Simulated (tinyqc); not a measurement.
Inside a calculation. Method: UHF in the sto-6g basis, for H2O+, spin multiplicity 2. One step of it, computed by the program tinyqc.

Question. Iteration 1: building the Fock matrix. J_ij = sum D_kl (ij|kl) with D = D(alpha) + D(beta), K_ij = sum D_kl (ik|jl) for each spin; F = H + J - K(s); E = tr D H + tr D J / 2 - 0.5 sum_s tr D(s) K(s) + E_nn.

D(alpha) at the start:
```
            1O 1s      1O 2s    1O 2px     1O 2py     1O 2pz      2H 1s      3H 1s
1O 1s    1.069191  -0.241514  0.000000   0.000202   0.006961  -0.006360  -0.006230
1O 2s   -0.241514   1.048900  0.000000  -0.001366  -0.039200   0.023576   0.023752
1O 2px   0.000000   0.000000  0.653782   0.000000   0.000000   0.000000   0.000000
1O 2py   0.000202  -0.001366  0.000000   0.600671  -0.001032   0.055947  -0.056418
1O 2pz   0.006961  -0.039200  0.000000  -0.001032   0.615087   0.035945   0.036319
2H 1s   -0.006360   0.023576  0.000000   0.055947   0.035945   0.495184   0.033183
3H 1s   -0.006230   0.023752  0.000000  -0.056418   0.036319   0.033183   0.494950
```

D(beta) at the start:
```
            1O 1s      1O 2s    1O 2px     1O 2py     1O 2pz      2H 1s      3H 1s
1O 1s    0.855352  -0.193211  0.000000   0.000161   0.005568  -0.005088  -0.004984
1O 2s   -0.193211   0.839120  0.000000  -0.001093  -0.031360   0.018861   0.019001
1O 2px   0.000000   0.000000  0.523026   0.000000   0.000000   0.000000   0.000000
1O 2py   0.000161  -0.001093  0.000000   0.480537  -0.000826   0.044758  -0.045134
1O 2pz   0.005568  -0.031360  0.000000  -0.000826   0.492069   0.028756   0.029055
2H 1s   -0.005088   0.018861  0.000000   0.044758   0.028756   0.396147   0.026546
3H 1s   -0.004984   0.019001  0.000000  -0.045134   0.029055   0.026546   0.395960
```

core Hamiltonian H = T + V (hartree):
```
             1O 1s      1O 2s     1O 2px     1O 2py     1O 2pz      2H 1s      3H 1s
1O 1s   -32.866078  -7.263417   0.000000  -0.000526  -0.016101  -1.219926  -1.125960
1O 2s    -7.263417  -9.088431   0.000000  -0.005585  -0.187038  -2.835707  -2.669858
1O 2px    0.000000   0.000000  -7.343328   0.000000   0.000000   0.000000   0.000000
1O 2py   -0.000526  -0.005585   0.000000  -7.432430  -0.003287  -1.513987   1.440581
1O 2pz   -0.016101  -0.187038   0.000000  -0.003287  -7.422253  -1.479316  -1.410182
2H 1s    -1.219926  -2.835707   0.000000  -1.513987  -1.479316  -4.514507  -1.167309
3H 1s    -1.125960  -2.669858   0.000000   1.440581  -1.410182  -1.167309  -4.411622
```

Two-electron integrals (ij|kl) in chemists' order, unique and non-zero (hartree):
```
(11|11) 4.787491    (21|11) 0.675884    (21|21) 0.121505    (22|11) 1.117379
(22|21) 0.249212    (22|22) 0.817383    (31|31) 0.025762    (32|31) 0.039145
(32|32) 0.180664    (33|11) 1.117381    (33|21) 0.249212    (33|22) 0.817382
(33|33) 0.880663    (41|41) 0.025762    (42|41) 0.039145    (42|42) 0.180664
(43|43) 0.047461    (44|11) 1.117381    (44|21) 0.249212    (44|22) 0.817382
(44|33) 0.785741    (44|44) 0.880663    (51|51) 0.025762    (52|51) 0.039145
(52|52) 0.180664    (53|53) 0.047461    (54|54) 0.047461    (55|11) 1.117381
(55|21) 0.249212    (55|22) 0.817382    (55|33) 0.785741    (55|44) 0.785741
(55|55) 0.880663    (61|11) 0.120022    (61|21) 0.020691    (61|22) 0.041542
(61|33) 0.041454    (61|41) 0.000739    (61|42) 0.001448    (61|44) 0.041594
(61|51) 0.000695    (61|52) 0.001362    (61|54) 0.000132    (61|55) 0.041578
(61|61) 0.003591    (62|11) 0.305501    (62|21) 0.069158    (62|22) 0.252886
(62|33) 0.248597    (62|41) 0.004047    (62|42) 0.030477    (62|44) 0.255422
(62|51) 0.003808    (62|52) 0.028675    (62|54) 0.006422    (62|55) 0.254639
(62|61) 0.011854    (62|62) 0.099406    (63|31) 0.007500    (63|32) 0.042825
(63|43) 0.006218    (63|53) 0.005850    (63|63) 0.013675    (64|11) 0.165471
(64|21) 0.037974    (64|22) 0.148062    (64|33) 0.141502    (64|41) 0.009418
(64|42) 0.059455    (64|44) 0.157781    (64|51) 0.001804    (64|52) 0.015648
(64|54) 0.009467    (64|55) 0.144905    (64|61) 0.006790    (64|62) 0.070740
(64|64) 0.063410    (65|11) 0.155689    (65|21) 0.035729    (65|22) 0.139310
(65|33) 0.133137    (65|41) 0.001804    (65|42) 0.015648    (65|44) 0.136754
(65|51) 0.009198    (65|52) 0.057547    (65|54) 0.009621    (65|55) 0.148039
(65|61) 0.006389    (65|62) 0.066558    (65|64) 0.046795    (65|65) 0.057704
(66|11) 0.465052    (66|21) 0.107232    (66|22) 0.449808    (66|33) 0.432368
(66|41) 0.007747    (66|42) 0.080897    (66|44) 0.460120    (66|51) 0.007289
(66|52) 0.076115    (66|54) 0.026111    (66|55) 0.456936    (66|61) 0.018541
(66|62) 0.229528    (66|64) 0.186177    (66|65) 0.175171    (66|66) 0.774999
(71|11) 0.110720    (71|21) 0.019090    (71|22) 0.038340    (71|33) 0.038259
(71|41) -0.000682   (71|42) -0.001338   (71|44) 0.038388    (71|51) 0.000642
(71|52) 0.001259    (71|54) -0.000122   (71|55) 0.038374    (71|61) 0.003271
(71|62) 0.010621    (71|64) 0.005562    (71|65) 0.005728    (71|66) 0.016458
(71|71) 0.003057    (72|11) 0.286771    (72|21) 0.064941    (72|22) 0.238075
(72|33) 0.234012    (72|41) -0.003802   (72|42) -0.028842   (72|44) 0.240474
(72|51) 0.003580    (72|52) 0.027154    (72|54) -0.006084   (72|55) 0.239739
(72|61) 0.010805    (72|62) 0.076644    (72|64) 0.037618    (72|65) 0.050106
(72|66) 0.145585    (72|71) 0.010274    (72|72) 0.088822    (73|31) 0.006979
(73|32) 0.040058    (73|43) -0.005860   (73|53) 0.005517    (73|63) 0.010174
(73|73) 0.012093    (74|11) -0.156950   (74|21) -0.036025   (74|22) -0.140802
(74|33) -0.134605   (74|41) 0.008789    (74|42) 0.055879    (74|44) -0.149967
(74|51) -0.001704   (74|52) -0.014894   (74|54) 0.008946    (74|55) -0.137833
(74|61) -0.005722   (74|62) -0.038164   (74|64) -0.009046   (74|65) -0.024410
(74|66) -0.065275   (74|71) -0.005941   (74|72) -0.063838   (74|74) 0.057402
(75|11) 0.147761    (75|21) 0.033916    (75|22) 0.132559    (75|33) 0.126725
(75|41) -0.001704   (75|42) -0.014894   (75|44) 0.130154    (75|51) 0.008583
(75|52) 0.054081    (75|54) -0.009088   (75|55) 0.140798    (75|61) 0.005886
(75|62) 0.050471    (75|64) 0.024279    (75|65) 0.042613    (75|66) 0.104784
(75|71) 0.005593    (75|72) 0.060100    (75|74) -0.042656   (75|75) 0.052252
(76|11) 0.113734    (76|21) 0.026067    (76|22) 0.104732    (76|33) 0.102041
(76|41) -0.000014   (76|42) -0.000165   (76|44) 0.103690    (76|51) 0.002157
(76|52) 0.019914    (76|54) -0.000046   (76|55) 0.108465    (76|61) 0.004433
(76|62) 0.042366    (76|64) 0.025998    (76|65) 0.031916    (76|66) 0.105867
(76|71) 0.004093    (76|72) 0.040303    (76|74) -0.025144   (76|75) 0.030628
(76|76) 0.023357    (77|11) 0.452245    (77|21) 0.104311    (77|22) 0.439023
(77|33) 0.422256    (77|41) -0.007390   (77|42) -0.078110   (77|44) 0.448921
(77|51) 0.006957    (77|52) 0.073537    (77|54) -0.025105   (77|55) 0.445891
(77|61) 0.017346    (77|62) 0.150927    (77|64) 0.066867    (77|65) 0.107698
(77|66) 0.317044    (77|71) 0.016638    (77|72) 0.214615    (77|74) -0.175696
(77|75) 0.165411    (77|76) 0.105867    (77|77) 0.774999
```

nuclear repulsion = 7.80055087 hartree

Give: Coulomb J; exchange K(alpha); exchange K(beta); F(alpha); F(beta); total energy of this density.

Answer.

Coulomb J (hartree):
```
          1O 1s   1O 2s  1O 2px   1O 2py  1O 2pz   2H 1s    3H 1s
1O 1s   15.4768  2.7305  0.0000   0.0003  0.0117  0.4694   0.4332
1O 2s    2.7305  7.1660  0.0000   0.0025  0.1366  2.2476   2.1165
1O 2px   0.0000  0.0000  7.1356   0.0000  0.0000  0.0000   0.0000
1O 2py   0.0003  0.0025  0.0000   7.1836  0.0009  1.3214  -1.2563
1O 2pz   0.0117  0.1366  0.0000   0.0009  7.1788  1.2850   1.2231
2H 1s    0.4694  2.2476  0.0000   1.3214  1.2850  4.2563   0.9603
3H 1s    0.4332  2.1165  0.0000  -1.2563  1.2231  0.9603   4.1756
```

exchange K(alpha) (hartree):
```
         1O 1s   1O 2s  1O 2px   1O 2py  1O 2pz   2H 1s    3H 1s
1O 1s   4.9706  0.7717  0.0000   0.0004  0.0065  0.1510   0.1397
1O 2s   0.7717  1.3352  0.0000   0.0032  0.0605  0.5233   0.4951
1O 2px  0.0000  0.0000  0.8509   0.0000  0.0000  0.0000   0.0000
1O 2py  0.0004  0.0032  0.0000   0.8877  0.0018  0.2415  -0.2290
1O 2pz  0.0065  0.0605  0.0000   0.0018  0.8847  0.2561   0.2455
2H 1s   0.1510  0.5233  0.0000   0.2415  0.2561  0.6272   0.2325
3H 1s   0.1397  0.4951  0.0000  -0.2290  0.2455  0.2325   0.6069
```

exchange K(beta) (hartree):
```
         1O 1s   1O 2s  1O 2px   1O 2py  1O 2pz   2H 1s    3H 1s
1O 1s   3.9765  0.6174  0.0000   0.0003  0.0052  0.1208   0.1117
1O 2s   0.6174  1.0681  0.0000   0.0026  0.0484  0.4186   0.3961
1O 2px  0.0000  0.0000  0.6808   0.0000  0.0000  0.0000   0.0000
1O 2py  0.0003  0.0026  0.0000   0.7102  0.0014  0.1932  -0.1832
1O 2pz  0.0052  0.0484  0.0000   0.0014  0.7077  0.2049   0.1964
2H 1s   0.1208  0.4186  0.0000   0.1932  0.2049  0.5018   0.1860
3H 1s   0.1117  0.3961  0.0000  -0.1832  0.1964  0.1860   0.4855
```

F(alpha) (hartree):
```
           1O 1s    1O 2s   1O 2px   1O 2py   1O 2pz    2H 1s    3H 1s
1O 1s   -22.3599  -5.3047   0.0000  -0.0007  -0.0109  -0.9014  -0.8325
1O 2s    -5.3047  -3.2576   0.0000  -0.0063  -0.1109  -1.1114  -1.0485
1O 2px    0.0000   0.0000  -1.0587   0.0000   0.0000   0.0000   0.0000
1O 2py   -0.0007  -0.0063   0.0000  -1.1365  -0.0042  -0.4340   0.4132
1O 2pz   -0.0109  -0.1109   0.0000  -0.0042  -1.1281  -0.4504  -0.4326
2H 1s    -0.9014  -1.1114   0.0000  -0.4340  -0.4504  -0.8854  -0.4395
3H 1s    -0.8325  -1.0485   0.0000   0.4132  -0.4326  -0.4395  -0.8429
```

F(beta) (hartree):
```
           1O 1s    1O 2s   1O 2px   1O 2py   1O 2pz    2H 1s    3H 1s
1O 1s   -21.3658  -5.1503   0.0000  -0.0006  -0.0096  -0.8712  -0.8045
1O 2s    -5.1503  -2.9906   0.0000  -0.0057  -0.0988  -1.0068  -0.9495
1O 2px    0.0000   0.0000  -0.8885   0.0000   0.0000   0.0000   0.0000
1O 2py   -0.0006  -0.0057   0.0000  -0.9590  -0.0038  -0.3857   0.3674
1O 2pz   -0.0096  -0.0988   0.0000  -0.0038  -0.9512  -0.3992  -0.3835
2H 1s    -0.8712  -1.0068   0.0000  -0.3857  -0.3992  -0.7599  -0.3930
3H 1s    -0.8045  -0.9495   0.0000   0.3674  -0.3835  -0.3930  -0.7215
```

total energy of this density = -70.876358 hartree

This density is the starting one; it is not idempotent, so its energy is not variational and may lie below the converged one.
